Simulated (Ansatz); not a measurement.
Mulliken charges of C3H5NO (`N#CCCO`) from B3LYP/def2-TZVPP in Ansatz (PBE0-D4/def2-TZVP geometry).

| atom | x (Å) | y (Å) | z (Å) | charge (e) |
| --- | --- | --- | --- | --- |
| N1 | -0.651 | -2.743 | 0.555 | 0.017 |
| C2 | -0.114 | -1.736 | 0.418 | -0.285 |
| C3 | 0.525 | -0.445 | 0.233 | -0.001 |
| C4 | -0.490 | 0.646 | -0.124 | 0.032 |
| O5 | 0.128 | 1.900 | -0.244 | -0.328 |
| H6 | 1.275 | -0.538 | -0.559 | 0.088 |
| H7 | 1.050 | -0.166 | 1.150 | 0.109 |
| H8 | -1.032 | 0.364 | -1.035 | 0.089 |
| H9 | -1.223 | 0.734 | 0.679 | 0.097 |
| H10 | 0.615 | 1.933 | -1.071 | 0.183 |

Task: By hand: the dipole of these point charges (1 e Å = 4.8032 D).

Result: Σ q r = (0.092, 0.238, -0.180) e Å, of length 0.312 e Å = 1.50 D.

Task: How does the dipole of the full density compare? (Estimate.)

Result: Ansatz gave: (0.375, 0.537, -0.343) e Å, 3.55 D; the point charges give 0.42 times that, at 14° from its direction.

Point charges leave out the atoms' own dipoles, such as those of lone pairs, and Mulliken's split depends on the basis, so the two needn't agree.

B3LYP here is the variant with VWN-RPA as its local correlation; programs differ in this.
